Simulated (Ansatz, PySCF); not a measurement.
Molecule: C₃H₂N, net charge 0, doublet state. It need not be the lowest isomer of its formula. 
Geometry from a B3LYP-D3(BJ)/def2-TZVP (Ansatz, a quantum-chemistry and plane-wave program) optimisation:
SMILES: [CH]=CC#N
```xyz
6

C     -0.1219    -1.6907     0.0222
C      0.5422    -0.5603     0.0115
C     -0.0782     0.7252    -0.0104
H      0.1085    -2.7434     0.0381
H      1.6343    -0.5565     0.0193
N     -0.5422     1.7793    -0.0281
```
Charge 0, spin multiplicity 2.

Total electronic energies in hartree. Valence correlation only, unless marked. UHF or UKS for open shells. No spin-orbit coupling. No relativistic terms. CBS marks a two-point X^-3 extrapolation of the correlation energy; Hartree-Fock from the larger set. [CCSD(T)-MP2]/basis is that difference in the basis named.

The UHF reference is spin-contaminated (<S^2> 0.38 over the pure value in the largest basis). The T1 diagnostic of CCSD in the largest basis is 0.046, which is high, so the coupled-cluster rows are less sure than usual.

```
level                                                     program  energy (Eh)
-------------------------------------------------  --------------  -----------
revPBE/def2-TZVPD                                          Ansatz   (withheld)
TPSS-D3(BJ)/def2-TZVPD                              PySCF + dftd3   (withheld)
r2SCAN/def2-TZVPD                                          Ansatz   -170.10821
PBE0/def2-SVP                                              Ansatz   (withheld)
BHLYP-D3(BJ)/def2-TZVPD                            Ansatz + dftd3   -170.10996
r2SCANh-D4/def2-TZVPD                              Ansatz + dftd4   -170.09846
MP2/6-31G*                                                 Ansatz   -169.59894
CCSD/cc-pVDZ                                               Ansatz   -169.66322
RI-MP2/CBS(cc-pVTZ,cc-pVQZ)+[CCSD(T)-MP2]/cc-pVTZ          Ansatz    -169.9202
```

Fill in the missing entries.


- revPBE/def2-TZVPD, energy (Eh): -170.16615
- TPSS-D3(BJ)/def2-TZVPD, energy (Eh): -170.24333
- PBE0/def2-SVP, energy (Eh): -169.80756
